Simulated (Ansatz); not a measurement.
Isomers and spin states of CHGe₂

Ansatz 0.2.0, basis cc-pVDZ; geometries are PBE0/def2-TZVP minima. Wave-function levels freeze the cores with the filled d shells of p-block atoms; HF, MP2 and coupled cluster are restricted for singlets and unrestricted otherwise, restricted open-shell where a d shell is frozen, Kohn–Sham unrestricted where that lies lower. The reference is CCSDT(Q) (coupled cluster only where its series has nearly closed). Semilocal and hybrid functionals correlate all electrons outside any core potential and usually lie nearer their basis limit than the reference, so part of their error here is the reference's basis and frozen-core error; RPA and the MP2 part of double hybrids freeze the same cores as the reference. None of these values is a measured one. Energies are electronic, without zero-point terms. No spin–orbit coupling and no scalar relativity. The set is small: such energies can lie up to about 0.3 eV from the limit, spin gaps mostly less, so near ties and functionals' places can change in larger sets. The species are chosen: bound, without strong static correlation by their natural occupations or amplitudes, and with a ladder that closes on the reference, so errors are smaller than for species at large; levels whose determinant breaks symmetry or spin markedly are left out.

A. doublet; C–Ge 1.861, Ge–Ge 2.631, C–H 1.086, angles at Ge 45°, angles at C 90/135°, angles at Ge 45°. Coordinates (Å): C 0.000 -1.202 0.000; Ge 0.000 0.115 1.316; Ge 0.000 0.115 -1.316; H 0.000 -2.288 0.000
B. doublet; C–Ge 1.859, Ge–Ge 2.790, Ge–H 1.805, angles at Ge 39/41/81°, angles at C 97°, angles at Ge 39/41/81°, angles at H 101°. Coordinates (Å): C 0.000 1.142 0.000; Ge 0.000 -0.086 1.395; Ge 0.000 -0.086 -1.395; H 0.000 -1.232 0.000

Task: From bonding and spin, estimate the order of these in energy at CCSDT(Q), each at its own geometry.

Result: At CCSDT(Q), above the lowest of those listed: A (0.0 kcal/mol), B (39.8 kcal/mol).

```csv
level,B less A (kcal/mol)
CCSDT(Q),39.8
MP2,44.8
CCSD(T),40.1
CCSDT,39.8
PBE,38.7
r2SCAN,38.4
PBE0,40.5
B3LYP,40.0
wB97M-V,43.3
RPA-PBE,40.2
```

Every level shown puts the same form lowest.

The geometries are PBE0's, not this basis's own minima.
